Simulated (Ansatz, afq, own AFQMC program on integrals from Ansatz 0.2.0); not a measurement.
Two steps: Ansatz 0.2.0 writes the Fock matrix and Cholesky factors of the valence space, and afq projects on them the lowest state that overlaps trial and start.

```yaml
crystal:
  periodic: [false, false, false]
  atoms:
    - {symbol: B, position_ang: [-0.544686, 0.000000, 0.483094]}
    - {symbol: B, position_ang: [0.518799, 0.000000, -0.606700]}
    - {symbol: H, position_ang: [0.277659, 0.000000, 1.325782]}
basis:
  gaussian: {orbitals: 6-31G}
magnetization: {spin_polarized: false, initial_magnetization: 1}
correlation: {method: ccsd_t, electrons: outside_noble_gas, hamiltonian_folder: ham}
```

```sh
$ ansatz run in.yaml --threads 1 --pin off --events-out ev --progress --plain --max-ram 16896MiB --backend cuda --devices 0, --max-vram 18GiB
```

Options of the walk:

```
--method phaseless --trial cisd --walkers 4000 --populations 20 --least-time 60 --time-step 0.005 --steps-per-block 50 --equilibration-blocks 28 --max-blocks 4000 --target-error 0.00016 --factor-cut 1e-05 --start spin_pure --seed 432 --release-times 0.24,0.51,0.99,1.62,2.4 --release-step 0.03 --release-every 3 --taylor-order 6
```

Times are imaginary, in 1/Eh. The walk had a cap of 122 s. With eight or more populations the least sampling time is a fifth of least-time, and the error comes from their spread.

Log:

```
orbitals 18  electrons 4 3  factors 119 of 284
reference energy -49.64900319 Eh
CCSD correlation -0.15285594 Eh in 30 cycles, weight of the determinant in the CISD state 0.7541
energy of the start -49.801862 Eh
 block  time / (1/Eh)  mean weight  energy / Eh
     1     0.250  0.9999  -49.800818
     2     0.500  0.9999  -49.801518
     3     0.750  0.9999  -49.802451
     4     1.000  0.9999  -49.803809
     5     1.250  0.9999  -49.804835
    10     2.500  1.0000  -49.808424
    25     6.250  1.0002  -49.811760
    40    10.000  0.9998  -49.811222
    43    10.750  0.9998  -49.811763
    55    13.750  1.0000  -49.810388
    70    17.500  1.0001  -49.809776
    85    21.250  1.0002  -49.811333
   100    25.000  0.9998  -49.810719
   115    28.750  0.9993  -49.808969
   130    32.500  0.9999  -49.809580
   133    33.250  0.9999  -49.808947
   136    34.000  1.0001  -49.809230
error from the spread of 20 populations
released: time / (1/Eh)  energy / Eh  error  mean overlap
  0.24  -49.810936  0.000136  0.9981
  0.51  -49.811251  0.000208  0.9974
  0.99  -49.811837  0.000185  0.9970
  1.62  -49.812431  0.000119  0.9979
  2.40  -49.812545  0.000342  1.0001
energy -49.810489 +/- 0.000146 Eh
(rows thinned)
```

The run passed its tests (sampling time, drift between the halves within three errors, error under three times the target), which doesn't prove that it has relaxed.

Against this walk (error 4.0 meV) on the same determinant: CCSD(T) 72.1 meV lower, CCSDT(Q) 93.0 meV lower, CCSDTQ 94.7 meV lower, full CI 96.9 meV lower. The error is statistical and leaves out the bias of the constraint. The released energies are still falling (meV from the phaseless value at times in 1/Eh: -12 ± 4 at 0.24, -21 ± 6 at 0.51, -37 ± 5 at 0.99, -53 ± 3 at 1.62, -56 ± 9 at 2.40), so they give no level; they do show a bias of the constraint, and the last of them that isn't too noisy lies 44 meV above full CI. Full CI is exact here, so the walk's 97 meV above it is the walk's own error: the bias of the constraint with this trial. The determinant is a poor start (see the cautions), so the low cluster orders aren't to be relied on, and full CI is the sure value.

Cautions: constraint bias not in the error; a spin-contaminated unrestricted determinant lies lower (UHF 1.81 eV lower, ⟨S²⟩ 1.69); the search met a lower determinant of the same kind, perhaps of another symmetry (231 meV lower), and this one is a saddle point; strong correlation (T1 0.082, weight of the determinant 0.75, largest double 0.32); (T) is large, 7 % of the CCSD correlation; the next higher spin lies close (full CI puts it 8 meV above).

The walk took 76 s on 1 × NVIDIA H100 80GB HBM3 with 2 threads of AMD EPYC 7R13 Processor (Zen 3) (shared host) (the card was shared). The log's last line is the phaseless energy.

CCSDT and higher add their correlation energy to the determinant of the CCSD(T) run, since their own runs factorise the integrals more tightly (a shift of under 2 meV). A walk keeps the symmetry of its determinant, which the program's search chose and which needn't be the lowest solution, so a lower state of the same spin and another symmetry isn't excluded.
